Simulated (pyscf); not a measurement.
Substitution at O: HO–SiH₂–OH (SMILES O[SiH2]O) + H• (SMILES [H]) -> HO–SiH₂–OH (SMILES O[SiH2]O) + H• (SMILES [H])

Gas phase, doublet surface, charge 0. Bonds broken: O7–H8. Bonds formed: H4–O7. Single points on ωB97X-D3(BJ)/def2-SVP structures (PySCF, gas phase). Correlated levels are frozen-core, on RHF or UHF. ΔMP2 is the change of the MP2 total energy from the triple- to the quadruple-zeta basis.

Transition state (Å):

```xyz
8

O      0.0950    -1.2599     0.5222
Si    -0.7849     0.1151     0.2362
H      1.0013    -1.2810     0.1982
H     -2.0467     0.0622    -1.9223
H     -2.1305    -0.1189     0.7957
H     -0.1498     1.3329     0.7961
O     -1.0868     0.4052    -1.4756
H     -0.1878     0.7948    -1.9810
```

One imaginary mode, 2487i cm⁻¹; descent along it reached the two sides named.

| bond | change | reactant side (Å) | saddle | product side |
|---|---|---|---|---|
| O7–H8 | breaks | 0.962 | 1.102 | 3.2 |
| H4–O7 | forms | 3.2 | 1.113 | 0.963 |

Electronic energies relative to the separated reactants (kcal/mol):

```json
[
 {"level": "ωB97X-D3(BJ)/def2-TZVP", "barrier": "33.2", "reaction energy": "0.0", "reverse barrier": "33.2"},
 {"level": "PBE/def2-TZVP", "barrier": "20.4", "reaction energy": "0.0", "reverse barrier": "20.4"},
 {"level": "r²SCAN/def2-TZVP", "barrier": "23.4", "reaction energy": "0.0", "reverse barrier": "23.4"},
 {"level": "B3LYP-D3(BJ)/def2-TZVP", "barrier": "24.1", "reaction energy": "0.0", "reverse barrier": "24.1"},
 {"level": "PBE0-D3(BJ)/def2-TZVP", "barrier": "26.3", "reaction energy": "0.0", "reverse barrier": "26.3"},
 {"level": "M06-2X/def2-TZVP", "barrier": "29.0", "reaction energy": "0.0", "reverse barrier": "29.0"},
 {"level": "ωB97M-D3(BJ)/def2-TZVP", "barrier": "29.4", "reaction energy": "0.0", "reverse barrier": "29.4"},
 {"level": "HF/def2-TZVP", "barrier": "51.7", "reaction energy": "0.0", "reverse barrier": "51.7"},
 {"level": "MP2/def2-QZVPP", "barrier": "32.7", "reaction energy": "0.0", "reverse barrier": "32.7"},
 {"level": "CCSD/def2-TZVPP", "barrier": "33.9", "reaction energy": "0.0", "reverse barrier": "33.9"},
 {"level": "CCSD(T)/def2-TZVPP", "barrier": "32.0", "reaction energy": "0.0", "reverse barrier": "32.0"},
 {"level": "CCSD(T)/def2-TZVPP + ΔMP2(QZVPP)", "barrier": "30.1", "reaction energy": "0.0", "reverse barrier": "30.1"}
]
```

With CCSD(T)/def2-TZVPP + ΔMP2(QZVPP) energies and thermal terms (ideal gas, 1 atm, RRHO with modes under 100 cm⁻¹ raised to 100, one conformer, R ln 2 for chiral ones without a mode under 150 cm⁻¹), in kcal/mol:

| T (K) | ΔH‡ | ΔG‡ | ΔH | ΔG |
|---|---|---|---|---|
| 298 | 26.5 | 32.0 | 0.0 | 0.0 |
| 600 | 26.5 | 37.6 | 0.0 | 0.0 |
| 900 | 26.5 | 43.1 | 0.0 | 0.0 |
| 1200 | 26.5 | 48.7 | 0.0 | 0.0 |

The same reactants have a lower exit, to HO–SiH•–OH + H₂ (barrier +7.2 kcal/mol at ωB97M-D3(BJ), against +29.4 kcal/mol here). Another saddle between the same species, by other bonds, lies lower (12.9 kcal/mol against 29.4 kcal/mol at ωB97M-D3(BJ)). The angle at the attacked O is 129°. The CCSD(T) − MP2 part came from Ansatz, without density fitting, on the same reference.
